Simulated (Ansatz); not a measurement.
Ansatz (a first-principles code) input (PBE/6-31G*):

Ansatz 0.2 input:
```yaml
crystal:
  periodic: [false, false, false]
  atoms:
    - {symbol: O, position_ang: [-0.00000000, -0.00000000, -1.69736936]}
    - {symbol: C, position_ang: [-0.00000000, -0.00000000, -0.56804329]}
    - {symbol: S, position_ang: [0.00000000, 0.00000000, 1.06170091]}
basis:
  gaussian:
    orbitals: 6-31G*
hamiltonian:
  xc: {name: PBE}
total_charge: 1
magnetization: {spin_polarized: true, initial_magnetization: 1}
output: {forces: true}
```

From the last part of the output:

```
WARN ansatz: RAYON_NUM_THREADS=1 ignored (pool sized by the plan → 1); use --threads N
Functional definition: PBE
integrals: 0.01 GiB planned
504 factors; their error is unknown
mean field: 0.11 GiB planned
mean field evaluation 1: about -13879.6818 eV, gradient 6.7e1 eV
mean field evaluation 2: about -13639.4849 eV, gradient 1.7e2 eV
mean field evaluation 4: about -13892.4873 eV, gradient 4.4e1 eV
mean field evaluation 8: about -13900.3019 eV, gradient 1.7e-1 eV
mean field evaluation 16: about -13900.2774 eV, gradient 8.0e-5 eV
mean field -13900.27739124 eV, -510.8257721818 hartree, gradient 2.9e-6 eV, S^2 0.754265; 3 other end points of the search recorded, 0 dependent functions left out
the calculation of the forces begins
reference -13900.27741098 eV, -510.8257729073 hartree; 15, 14 occupied and 34, 35 virtual orbitals, 504 factors
Total energy: -13900.27741098 eV, -510.8257729073 hartree
Atom 0 at    -0.000000    -0.000000    -1.697369 Å, force     0.000000     0.000000    -3.156437 eV/Å
Atom 1 at    -0.000000    -0.000000    -0.568043 Å, force    -0.000000    -0.000000     2.708589 eV/Å
Atom 2 at     0.000000     0.000000     1.061701 Å, force     0.000000     0.000000     0.447848 eV/Å
Dipole moment:    -0.000000     0.000000     0.269454 e Å
```

The dipole moment of an ion depends on the origin.
